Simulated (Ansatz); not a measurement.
Dissociation curves of NOF (nitrosyl fluoride)

The species is NOF (3 atoms), meant as a singlet with charge 0. SMILES: `O=NF`. The N2–O1 distance was set to 1.408 Å, away from the relaxed value.

| atom | x (Å) | y (Å) | z (Å) |
| --- | --- | --- | --- |
| O | 1.0482 | 0.4243 | 0.6234 |
| N | 0.1489 | -0.4825 | 0.0299 |
| F | -1.0173 | 0.2396 | -0.5346 |

The O1–N2 distance is scanned; the parts on either side stay rigid. Basis STO-3G, 3 core orbitals frozen in the correlated methods; program Ansatz 0.2.0. FCI is exact within this basis and core. Energies in eV from each method's value at 1.408 Å; methods without a U are spin-restricted. The shape above is that at 1.408 Å.

| distance (Å) | SVWN5 | revPBE | r2SCAN | BHLYP | r2SCAN0 | HSE06 | B2PLYP |
| --- | --- | --- | --- | --- | --- | --- | --- |
| 1.127 | 0.46 | 0.79 | 0.41 | -0.19 | -0.04 | 0.16 | 0.59 |
| 1.408 | 0.00 | 0.00 | 0.00 | 0.00 | 0.00 | 0.00 | 0.00 |
| 1.690 | 2.57 | 2.31 | 2.59 | 3.25 | 3.03 | 2.87 | 2.03 |
| 2.253 | 7.00 | 6.34 | 6.97 | 7.48 | 8.12 | 7.78 | 8.41 |
| 2.817 | 9.05 | 8.21 | 8.98 | 8.13 | 9.41 | 9.62 | 9.11 |

Q: Estimate the FCI curve, and say how far off each method is.

A: 
| distance (Å) | FCI |
| --- | --- |
| 1.127 | 0.80 |
| 1.408 | 0.00 |
| 1.690 | 1.75 |
| 2.253 | 3.12 |
| 2.817 | 3.24 |

Departure from the FCI curve at its largest: SVWN5 +5.81 eV at 2.82 Å; revPBE +4.97 eV at 2.82 Å; r2SCAN +5.74 eV at 2.82 Å; BHLYP +4.89 eV at 2.82 Å; r2SCAN0 +6.17 eV at 2.82 Å; HSE06 +6.38 eV at 2.82 Å; B2PLYP +5.87 eV at 2.82 Å. Restricted functionals keep the electrons paired too, and rise too high.
